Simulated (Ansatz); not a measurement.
A single point on CH$_{3}$BO, SMILES `B1CO1`.

```yaml
crystal:
  periodic: [false, false, false]
  atoms:
    - {symbol: B, position_ang: [-0.656446, -0.423098, -0.388629]}
    - {symbol: C, position_ang: [0.579005, 0.136266, 0.275477]}
    - {symbol: O, position_ang: [-0.667589, 0.874741, -0.112406]}
    - {symbol: H, position_ang: [-1.387243, -1.212977, -0.880932]}
    - {symbol: H, position_ang: [1.447989, 0.458468, -0.290843]}
    - {symbol: H, position_ang: [0.726384, 0.102602, 1.351034]}
basis:
  gaussian: {orbitals: def2-TZVPP}
hamiltonian: {xc: pbe}
correlation: {method: rpa}
```

```sh
$ ansatz run in.yaml --threads 2 --pin off --events-out ev --progress --plain --max-ram 4352MiB
```

Shortened log:

```
Functional definition: PBE
813 factors; integrals over basis functions are off by at most 1.0e-3 eV
mean field evaluation 1: about -3798.8688 eV, gradient 5.5e1 eV
mean field evaluation 2: about -3798.8659 eV, gradient 5.5e1 eV
mean field evaluation 4: about -3803.5788 eV, gradient 3.0e1 eV
mean field evaluation 8: about -3805.3517 eV, gradient 7.6e-1 eV
mean field evaluation 16: about -3805.3526 eV, gradient 7.7e-6 eV
mean field -3805.35263045 eV, -139.8441298083 hartree, gradient 7.8e-6 eV, S^2 0.000000; 0 other end points of the search recorded, 0 dependent functions left out
3 core orbitals not correlated: weight in the atoms' cores, before any rotation towards them, 1.000 or more for the frozen orbitals, at most 0.000 for the correlated occupied ones
reference -3786.82171540 eV, -139.1631312408 hartree; 8, 8 occupied and 124, 124 virtual orbitals, 813 factors
Total energy: -3808.82602688 eV, -139.9717747729 hartree
```

Run time 1.8 s (2 threads of an Arm Neoverse V1 on a shared host); peak host memory 0.28 GiB.
